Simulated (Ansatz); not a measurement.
AlF2H (`[F][AlH][F]`): the same geometry under several functionals.

```yaml
crystal:
  periodic: [false, false, false]
  atoms:
    - {symbol: F, position_ang: [-0.018954, -0.988335, 1.292495]}
    - {symbol: Al, position_ang: [0.039062, 0.004898, -0.009778]}
    - {symbol: F, position_ang: [-1.212131, -0.040761, -1.067242]}
    - {symbol: H, position_ang: [1.247623, 0.963897, -0.235776]}
basis:
  gaussian: {orbitals: def2-TZVPP}
hamiltonian: {xc: {name: CAM-B3LYP}, dispersion: d4}
output: {orbitals: {seedname: orbitals}}
```

```sh
$ ansatz run in.yaml --threads 2 --pin off --events-out ev --progress --plain --max-ram 32768MiB --backend cpu
```

Output, abridged:

```
Functional definition: CAM-B3LYP
659 factors; their error is unknown
147 factors; integrals over basis functions are off by at most 2.1e-5 eV
mean field evaluation 1: about -12048.7034 eV, gradient 5.3e1 eV
mean field evaluation 2: about -12044.5308 eV, gradient 8.0e1 eV
mean field evaluation 4: about -12052.7133 eV, gradient 3.1e-1 eV
mean field evaluation 8: about -12052.7374 eV, gradient 3.3e-3 eV
mean field -12052.73740785 eV, -442.9299300995 hartree, gradient 1.3e-5 eV, S^2 0.000000; 0 other end points of the search recorded, 0 dependent functions left out
reference -12052.73750795 eV, -442.9299337784 hartree; 16, 16 occupied and 102, 102 virtual orbitals, 659 factors
Total energy: -12052.77172866 eV, -442.9311913660 hartree
```

It took 1.6 s on 2 threads of a server CPU on a shared host, with 0.42 GiB of host memory at the peak.

Changing it to `hamiltonian: {xc: {name: wB97X-V}}` (abridged; 4.7 s):

```
Functional definition: wB97X-V
mean field evaluation 16: about -12050.6650 eV, gradient 3.1e-5 eV
mean field -12050.66499596 eV, -442.8537703674 hartree, gradient 3.1e-5 eV, S^2 0.000000
Total energy: -12050.66499416 eV, -442.8537703013 hartree
```

Changing it to `hamiltonian: {xc: {name: r2SCANh}, dispersion: d4}` (abridged; 3.1 s):

```
Functional definition: r2SCANh
mean field evaluation 16: about -12050.3277 eV, gradient 2.0e-5 eV
mean field -12050.32771726 eV, -442.8413756038 hartree, gradient 2.0e-5 eV, S^2 0.000000
Total energy: -12050.33739120 eV, -442.8417311147 hartree
```

Changing it to `hamiltonian: {xc: r2scan, dispersion: d4}` and forces (abridged; 3.1 s):

```
Functional definition: r2SCAN
mean field evaluation 16: about -12050.6838 eV, gradient 5.4e-6 eV
mean field -12050.68379021 eV, -442.8544610435 hartree, gradient 5.4e-6 eV, S^2 0.000000
Total energy: -12050.69285197 eV, -442.8547940569 hartree
Atom 0 force    -0.004646    -0.027065     0.032770 eV/Å
Atom 1 force     0.064840     0.051406    -0.012143 eV/Å
Atom 2 force    -0.034115    -0.003662    -0.025511 eV/Å
Atom 3 force    -0.026080    -0.020679     0.004883 eV/Å
Dipole moment:     0.204132     0.161993    -0.038167 e Å
```

Changing it to `hamiltonian: {xc: {name: B2PLYP}}` (abridged; 4 s):

```
Functional definition: B2PLYP
mean field evaluation 16: about -12042.7478 eV, gradient 2.8e-6 eV
mean field -12042.74776910 eV, -442.5628176467 hartree, gradient 2.8e-6 eV, S^2 0.000000
7 core orbitals not correlated: weight in the atoms' cores, before any rotation towards them, 1.000 or more for the frozen orbitals, at most 0.000 for the correlated occupied ones
second order -18.75314720 eV of doubles, -0.00000000 eV of singles
Total energy: -12047.81124530 eV, -442.7488969650 hartree
```

Changing it to `hamiltonian: {xc: pbe0, dispersion: d4}` (abridged; 1.6 s):

```
Functional definition: PBE0
mean field -12045.22612000 eV, -442.6538953625 hartree, gradient 4.1e-6 eV, S^2 0.000000
Total energy: -12045.26008245 eV, -442.6551434597 hartree
```
